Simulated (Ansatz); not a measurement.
# CH3NO2: up Jacob's ladder to CCSD(T)

Aim: compute CH3NO2 with functionals from several rungs and with coupled cluster, and see how far each lands from CCSD(T) at the basis-set limit for the atomisation energy.

Program: Ansatz 0.2.0, Gaussian basis. Level of theory: functionals in def2-TZVPP, the program's frozen cores in correlated methods. These are calculated values, not measurements.

Plan: LDA (SPW92), PBE-D4, revPBE-D4, BLYP-D4, r2SCAN-D4, B97M-V, PBE0-D4, B3LYP-D4, r2SCANh-D4, r2SCAN0-D4, HSE06-D4, BHLYP-D4, CAM-B3LYP-D4, LC-ωPBE, ωB97X-V, ωB97M-V, B2PLYP, PBE-QIDH; CCSD(T)/def2-SVP; CCSD(T)/def2-TZVPP; MP2/def2-QZVPP; extrapolation to the limit; RPA on PBE.

## 1. The geometry

An earlier PBE0-D4 in a triple-zeta def2 set relaxation fixed the geometry.

SMILES `NC(=O)O`, 7 atoms, charge 0, spin multiplicity 1.

Atoms are counted from 1 here; the program's logs count them from 0.

Bond lengths: N1–C2 1.349 Å, N1–H5 1.002 Å, N1–H6 1.002 Å, C2–O3 1.206 Å, C2–O4 1.352 Å, O4–H7 0.964 Å. Angles: C2–N1–H5 121.2°, C2–N1–H6 118.3°, H5–N1–H6 120.5°, N1–C2–O3 125.8°, N1–C2–O4 110.8°, O3–C2–O4 123.4°, C2–O4–H7 105.5°.

## 2. LDA

This LDA is Slater exchange with PW92 correlation.

Input file in.yaml:

```yaml
crystal:
  periodic: [false, false, false]
  atoms:
    - {symbol: N, position_ang: [-0.437077, 0.865791, 0.284479]}
    - {symbol: C, position_ang: [0.194324, -0.320421, 0.167126]}
    - {symbol: O, position_ang: [0.624833, -0.982756, 1.078092]}
    - {symbol: O, position_ang: [0.291094, -0.686274, -1.130711]}
    - {symbol: H, position_ang: [-0.781898, 1.351912, -0.521099]}
    - {symbol: H, position_ang: [-0.581792, 1.237472, 1.203191]}
    - {symbol: H, position_ang: [0.751616, -1.533623, -1.126778]}
basis:
  gaussian: {orbitals: def2-TZVPP}
hamiltonian: {xc: lda}
output: {orbitals: {seedname: orbitals}}
```

Launch:

```sh
$ ansatz run in.yaml --threads 2 --pin off --events-out ev --progress --plain --max-ram 4352MiB
```

The runs that follow: PBE-D4 (GGA); revPBE-D4 (GGA); BLYP-D4 (GGA); r2SCAN-D4 (meta-GGA); B97M-V (meta-GGA); B3LYP-D4 (hybrid); r2SCANh-D4 (hybrid); r2SCAN0-D4 (hybrid); HSE06-D4 (hybrid); BHLYP-D4 (hybrid); CAM-B3LYP-D4 (range-separated); LC-ωPBE (range-separated); ωB97X-V (range-separated); ωB97M-V (range-separated); B2PLYP (double hybrid); PBE-QIDH (double hybrid); CCSD(T) in def2-SVP; CCSD(T) in def2-TZVPP; MP2 in def2-QZVPP; RPA on PBE orbitals.

Q: Predict the results of all the runs planned. Wanted: atomisation energy, CCSD(T)/CBS; farthest beyond LDA; mean size of error, GGA; mean size of error, meta-GGA; mean size of error, hybrid; mean size of error, range-separated; mean size of error, double hybrid; gap, smallest and largest; T1 diagnostic.

The runs gave:

```
                               quantity                                  value
        atomisation energy, CCSD(T)/CBS                          2877.9 kJ/mol
 functionals within 14.4 kJ/mol (0.5 %)                       B97M-V, B3LYP-D4
                    farthest beyond LDA               BHLYP-D4 (-150.7 kJ/mol)
                mean size of error, GGA                            71.4 kJ/mol
           mean size of error, meta-GGA                             8.4 kJ/mol
             mean size of error, hybrid                            49.5 kJ/mol
    mean size of error, range-separated                            21.2 kJ/mol
      mean size of error, double hybrid                            25.1 kJ/mol
              gap, smallest and largest  6.23 eV (BLYP-D4), 13.98 eV (LC-ωPBE)
                          T1 diagnostic                                 0.0140
triples share of the correlation energy                                  3.9 %
```

In words: LDA overbinds by 573.6 kJ/mol (20 %). PBE-D4 misses by +135.3 kJ/mol. Double hybrids carry the basis error of their MP2 part in triple zeta, and no dispersion term here, so their miss is partly the set-up's. Taken by rung, meta-GGA functionals do best (8.4 kJ/mol on average) and GGA ones worst beyond LDA (71.4 kJ/mol). Misses under about 14.4 kJ/mol are within the doubt on the reference itself, which lacks core-valence correlation, relativity and higher excitations. Hartree-Fock recovers 65 % of the binding; the rest is correlation. CCSD(T) in def2-SVP is off by -182.7 kJ/mol, which most functionals beat. The gap grows from 6.2 to 14.0 eV across the functionals, mostly with the share of exact exchange.
